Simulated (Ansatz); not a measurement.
The input, for Ansatz 0.2.0:

```yaml
crystal:
  periodic: [false, false, false]
  atoms:
    - {symbol: Se, position_ang: [0.000000, -0.047551, -0.022453]}
    - {symbol: H, position_ang: [0.000000, 0.978947, -1.070243]}
    - {symbol: H, position_ang: [0.000000, 2.746081, 2.829158]}
basis:
  gaussian: {orbitals: 6-31G}
magnetization: {spin_polarized: false}
correlation: {method: bccd_t, electrons: valence}
```

```sh
$ ansatz run in.yaml --threads 1 --pin off --events-out ev --progress --plain --max-ram 2393MiB
```

The program prints:

```
315 factors; integrals over basis functions are off by at most 7.3e-4 eV
mean field evaluation 1: about -65312.6987 eV, gradient 1.7e1 eV
mean field evaluation 2: about -65312.7122 eV, gradient 1.7e1 eV
mean field evaluation 4: about -65314.3394 eV, gradient 2.1e1 eV
mean field evaluation 8: about -65317.6392 eV, gradient 4.1e-1 eV
mean field evaluation 16: about -65312.6985 eV, gradient 1.7e1 eV
mean field evaluation 32: about -65317.6364 eV, gradient 5.5e-2 eV
mean field evaluation 64: about -65316.9856 eV, gradient 8.3e0 eV
mean field evaluation 96: about -65313.1673 eV, gradient 7.9e-2 eV
mean field evaluation 128: about -65317.6360 eV, gradient 1.8e-1 eV
mean field -65317.63639209 eV, -2400.3788635253 hartree, gradient 5.9e-6 eV, S^2 0.000000; 4 other end points of the search recorded, 0 dependent functions left out; unrestricted orbitals would lower it
determinant -65317.63639209 eV, -2400.3788635253 hartree, with singles and doubles -65326.02742145 eV, -2400.6872281664 hartree
determinant -65316.48183840 eV, -2400.3364344596 hartree, with singles and doubles -65325.58747612 eV, -2400.6710604739 hartree
determinant -65317.63639209 eV, -2400.3788635253 hartree, with singles and doubles -65326.86208097 eV, -2400.7179013383 hartree
determinant -65316.48183840 eV, -2400.3364344596 hartree, with singles and doubles -65326.85561502 eV, -2400.7176637190 hartree
mean field evaluation 160: about -65317.6364 eV, gradient 3.8e-4 eV
mean field evaluation 192: about -65319.5795 eV, gradient 6.3e0 eV
mean field evaluation 224: about -65317.6364 eV, gradient 1.2e-3 eV
mean field evaluation 256: about -65322.0691 eV, gradient 3.1e-1 eV
mean field evaluation 288: about -65312.0226 eV, gradient 1.2e1 eV
unrestricted determinant -65322.07784318 eV, -2400.5420838421 hartree, S^2 1.0009
9 core orbitals not correlated: weight in the atoms' cores, before any rotation towards them, 1.000 or more for the frozen orbitals, at most 0.000 for the correlated occupied ones
reference -65317.63639209 eV, -2400.3788635253 hartree; 9, 9 occupied and 15, 15 virtual orbitals, 315 factors
second order -7.87584830 eV of doubles, -0.00000000 eV of singles
cycle   1  -9.27136807 eV  change   -4.6e-2 eV  update   1.6e-2
cycle   2  -9.25046934 eV  change    2.1e-2 eV  update   6.9e-3
cycle   3  -9.23527039 eV  change    1.5e-2 eV  update   2.5e-3
cycle   4  -9.22968637 eV  change    5.6e-3 eV  update   8.6e-4
cycle   5  -9.22831648 eV  change    1.4e-3 eV  update   2.7e-4
cycle   6  -9.22789287 eV  change    4.2e-4 eV  update   6.6e-5
cycle   7  -9.22778780 eV  change    1.1e-4 eV  update   2.8e-5
cycle   8  -9.22779775 eV  change   -9.9e-6 eV  update   1.1e-5
cycle   9  -9.22779684 eV  change    9.1e-7 eV  update   4.1e-6
cycle  10  -9.22779413 eV  change    2.7e-6 eV  update   2.2e-6
perturbative correction -0.22747181 eV, -0.0083594349 hartree
WARN: these amplitudes may be one of several solutions (largest doubles amplitude 0.87, level shift 9.59 eV)
Total energy: -65327.09165803 eV, -2400.7263381396 hartree
```

Ran on 1 thread of Arm Neoverse V1, shared host: 2 s wall, 0.15 GiB peak host memory.
